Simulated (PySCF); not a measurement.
Compound: C4H3S (doublet state).
Z-matrix (Å and degrees, GFN2-xTB geometry), rows numbered from 1:
```
C 
C   1  1.2881
C   2  1.4889  1  124.99
C   3  1.2995  2  121.52  1   179.83
S   4  1.5610  3  174.06  2     0.24
H   1  1.0614  2  144.63  3     0.19
H   2  1.0818  1  121.52  3   179.94
H   3  1.0765  2  116.36  1    -0.13
```

The hyperfine couplings belong to this conformer and change with its torsions.

The species is `[H]/[C]=C\C=C=S` [radical].

Method used: PySCF, UKS B3LYP, pcH-1 on C H S, non-relativistic, mean-field spin-orbit, GIAO. One conformer (not necessarily the lowest) at the GFN2-xTB geometry, without solvent, vibrations or thermal averaging. Couplings are sensitive to structure, and on GFN2-xTB geometries they can be far from those on DFT ones. The SCF solution wasn't tested for stability.

Principal values of hyperfine tensors in MHz (contact, dipolar and spin–orbit terms together), for some of the nuclei:

```json
{"atom": "C1", "isotope": "13C", "A1": "202.91", "A2": "228.36", "A3": "431.11"}
{"atom": "H7", "isotope": "1H", "A1": "115.91", "A2": "117.26", "A3": "133.55"}
{"atom": "H6", "isotope": "1H", "A1": "-21.06", "A2": "6.24", "A3": "52.98"}
{"atom": "H8", "isotope": "1H", "A1": "-13.67", "A2": "-10.47", "A3": "-0.92"}
{"atom": "C4", "isotope": "13C", "A1": "-0.03", "A2": "8.70", "A3": "13.85"}
{"atom": "C2", "isotope": "13C", "A1": "-22.24", "A2": "-2.43", "A3": "10.01"}
{"atom": "S5", "isotope": "33S", "A1": "-4.39", "A2": "0.51", "A3": "6.35"}
```

Q: Give the isotropic coupling of each nucleus in MHz and in mT (g = 2.0024), and the anisotropic part.

A: a_iso = (A1 + A2 + A3)/3, Ti = Ai − a_iso; 1 mT corresponds to 28.026 MHz. The tensors hold a spin–orbit part: the run splits a_iso into a_FC + a_SO, and T includes its anisotropic share.

```
atom  a_iso (MHz)    a_FC   a_SO  a_iso (mT)      T1      T2      T3
  C1       287.46  287.76  -0.30      10.257  -84.55  -59.10  143.65
  H7       122.24  122.26  -0.01       4.362   -6.33   -4.98   11.31
  H6        12.72   12.75  -0.04       0.454  -33.78   -6.48   40.26
  H8        -8.35   -8.37   0.01      -0.298   -5.32   -2.11    7.43
  C4         7.51    7.42   0.09       0.268   -7.53    1.19    6.34
  C2        -4.88   -4.87  -0.02      -0.174  -17.35    2.45   14.90
  S5         0.82    0.70   0.12       0.029   -5.21   -0.31    5.53
```

Q: What spin density at the nucleus of C1 lies behind its contact coupling (g_N = 1.40482)?

A: a_FC = (2μ0/3) gₑ μB g_N μN ρ(0)/(2S·h) = 800.24 MHz × g_N × ρ(0)/(2S), with ρ in bohr⁻³. With a_FC = 287.76 MHz and 2S = 1, ρ(0) = 0.256 bohr⁻³.

Q: C3 (13C, g_N = 1.40482) isn't in the table. Its spin density at the nucleus is 0.1065 bohr⁻³. What is its contact coupling?

A: By the same relation, a_FC = 119.7 MHz. Its full tensor has the principal values 112.79, 117.63, 128.83 MHz.

Q: Name the largest traceless tensor T of the table and describe it.

A: C1: -84.6, -59.1, 143.6 MHz (the dipolar term alone has -84.1, -59.3, 143.4), rhombic: the two smaller values differ by 18 % of the largest.

Q: What first-order splitting does C1 cause when the field lies along A1, A2 or A3 of its tensor (g taken as isotropic, no quadrupole term)?

A: 2 lines (I = 1/2), spaced by |A_i|/(g × 13.996): 7.24, 8.15, 15.38 mT along the axes of A1, A2 and A3.
